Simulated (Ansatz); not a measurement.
A nudged elastic band was laid between two geometries of AlClH$_{3}$N (6 atoms, charge 0, multiplicity 1).

Computed with RKS LDA/def2-SVP (Ansatz 0.2.0).

```yaml
movable_images: 7
climbing_image: yes
spring: 5.0 eV/Å²
optimiser: quadratic models (default)
start_path: through a guess of the saddle point
force_threshold: 0.03 eV/Å
iteration_limit: 60
end_points: relaxed
```

Initial state:

```xyz
6
Properties=species:S:1:pos:R:3
Al 0.592 0.047 0.054
N 0.932 -0.043 1.777
H 0.226 -0.146 2.512
H 1.872 0.000 2.182
H 1.753 0.205 -1.014
Cl -1.419 -0.064 -0.540
```

Final state:

```xyz
6
Properties=species:S:1:pos:R:3
Al 0.012 -1.123 -0.307
N 1.211 -0.031 1.161
H 1.314 -0.509 2.071
H 0.620 0.815 1.282
H 2.155 0.243 0.844
Cl -1.359 0.604 -0.079
```

Task: What changes between the two ends?

Result: Bonds broken: Al1–H5. Bonds formed: N2–H5.

Task: What energy profile does the band end with?

Result: It converged. The highest image is number 3 of 0 to 8, 225.2 kJ/mol above the first end and 153.2 kJ/mol above the last; the last end lies 72.0 kJ/mol above the first. The profile has 2 maxima (images 3, 6) with wells between them (image 5): this band takes more than one step, which may be the mechanism or a detour left from its start path. Neighbouring images differ by up to 1.4 eV, so the band resolves the path poorly. A vibrational analysis at the climbing image gives one clearly imaginary mode, 1190i cm⁻¹: a first-order saddle point. The orbitals stay closed-shell, which can raise the energy where a bond breaks towards radicals; this wasn't checked here.

```csv
image,path coordinate (Å),energy (kJ/mol),Al1–H5 (Å),N2–H5 (Å)
0,0.00,0.0,1.59,2.92
1,0.65,22.6,1.58,2.65
2,1.30,123.8,1.59,2.15
3,1.96,225.2,1.71,1.53
4,2.78,85.3,2.42,1.04
5,3.61,72.0,2.79,1.03
6,4.44,73.5,2.84,1.03
7,5.26,73.4,2.84,1.03
8,6.09,72.0,2.79,1.03
```

Task: What is the geometry of the highest image?

Result: 
```xyz
6
Properties=species:S:1:pos:R:3
Al 0.426 0.540 -0.242
N 0.990 -0.026 1.462
H 0.577 -0.615 2.215
H 1.791 0.506 1.842
H 1.781 -0.407 0.214
Cl -1.609 0.002 -0.519
```

The band took 16 iterations and of the order of 100 core-seconds.

Run time: 100 s on 1 thread of Arm Neoverse V1, with other jobs on the host, peak memory 0.12 GiB.
